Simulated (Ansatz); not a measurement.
# C2H2S: one species, many methods

The task here is to estimate one member of a computed series from the others.

Computed with Ansatz 0.2.0, Gaussian basis. Level: functionals in def2-TZVPP, the program's frozen cores in correlated methods.

Plan: LDA (SPW92), PBE-D4, revPBE-D4, BLYP-D4, r2SCAN-D4, B97M-V, PBE0-D4, B3LYP-D4, r2SCANh-D4, r2SCAN0-D4, HSE06-D4, BHLYP-D4, CAM-B3LYP-D4, LC-ωPBE, ωB97X-V, ωB97M-V, B2PLYP, PBE-QIDH; CCSD(T)/def2-SVP; CCSD(T)/def2-TZVPP; CCSD(T)/def2-QZVPP; extrapolation to the limit; RPA on PBE.

**The relaxed structure**

An earlier PBE0-D4 in a triple-zeta def2 set relaxation fixed the geometry.

SMILES `C=C=S`, 5 atoms, charge 0, spin multiplicity 1.

Atoms are counted from 1 here; the program's logs count them from 0.

Bond lengths: C1–C2 1.303 Å, C1–H4 1.084 Å, C1–H5 1.084 Å, C2–S3 1.551 Å. Angles: C2–C1–H4 120.6°, C2–C1–H5 120.6°, H4–C1–H5 118.9°, C1–C2–S3 180.0°.

As a file:

```mol
C2H2S
  3D, bonds by distance, orders not assigned

  5  4  0  0  0  0  0  0  0  0999 V2000
    0.5579   -0.2643    0.0966 C   0  0
   -0.6105    0.2679   -0.1271 C   0  0
   -2.0010    0.9014   -0.3932 S   0  0
    1.4112    0.0023   -0.5158 H   0  0
    0.6924   -0.9810    0.8981 H   0  0
  1  2  8  0
  2  3  8  0
  1  4  8  0
  1  5  8  0
M  END
```

Set-up of the first run:

in.yaml reads:

```yaml
crystal:
  periodic: [false, false, false]
  atoms:
    - {symbol: C, position_ang: [0.557867, -0.264286, 0.096572]}
    - {symbol: C, position_ang: [-0.610503, 0.267896, -0.127147]}
    - {symbol: S, position_ang: [-2.000969, 0.901445, -0.393152]}
    - {symbol: H, position_ang: [1.411184, 0.002330, -0.515762]}
    - {symbol: H, position_ang: [0.692422, -0.980987, 0.898090]}
basis:
  gaussian: {orbitals: def2-TZVPP}
hamiltonian: {xc: lda}
output: {orbitals: {seedname: orbitals}}
```

Launch:

```console
$ ansatz run in.yaml --threads 2 --pin off --events-out ev --progress --plain --max-ram 4352MiB
```

Steps of the session up to this table: LDA; PBE-D4 (GGA); revPBE-D4 (GGA); BLYP-D4 (GGA); r2SCAN-D4 (meta-GGA); B97M-V (meta-GGA); B3LYP-D4 (hybrid); r2SCANh-D4 (hybrid); r2SCAN0-D4 (hybrid); HSE06-D4 (hybrid); BHLYP-D4 (hybrid); CAM-B3LYP-D4 (range-separated); LC-ωPBE (range-separated); ωB97X-V (range-separated); ωB97M-V (range-separated); B2PLYP (double hybrid); PBE-QIDH (double hybrid).

One of the session's tables, all rows but one given; the rest of the session is left out.

It belongs to the step «Frontier levels by functional». 

```
  functional  HOMO (eV)  LUMO (eV)  gap (eV)
 LDA (SPW92)      -5.70      -3.25      2.44
      PBE-D4      -5.55      -3.08      2.46
   revPBE-D4      -5.49      -3.02      2.47
     BLYP-D4      -5.38      -2.93      2.44
   r2SCAN-D4      -5.74      -2.94      2.81
      B97M-V      -5.75      -2.82      2.93
     PBE0-D4      -6.62      -2.15      4.46
    B3LYP-D4      -6.39      -2.35      4.04
  r2SCANh-D4      -6.14      -2.59      3.56
  r2SCAN0-D4      -6.75      -2.07      4.68
    HSE06-D4      -6.22      -2.54      3.69
    BHLYP-D4      -7.53      -1.06      6.47
CAM-B3LYP-D4      -7.84      -0.98      6.86
     LC-ωPBE      -9.15       0.13      9.28
     ωB97X-V          ?          ?         ?
     ωB97M-V      -8.65       0.05      8.70
```

Estimate the missing values for ωB97X-V.

The run gave: HOMO (eV): -8.79; LUMO (eV): 0.09; gap (eV): 8.88. In the column «HOMO (eV)» it lies between LC-ωPBE (-9.15) and ωB97M-V (-8.65).
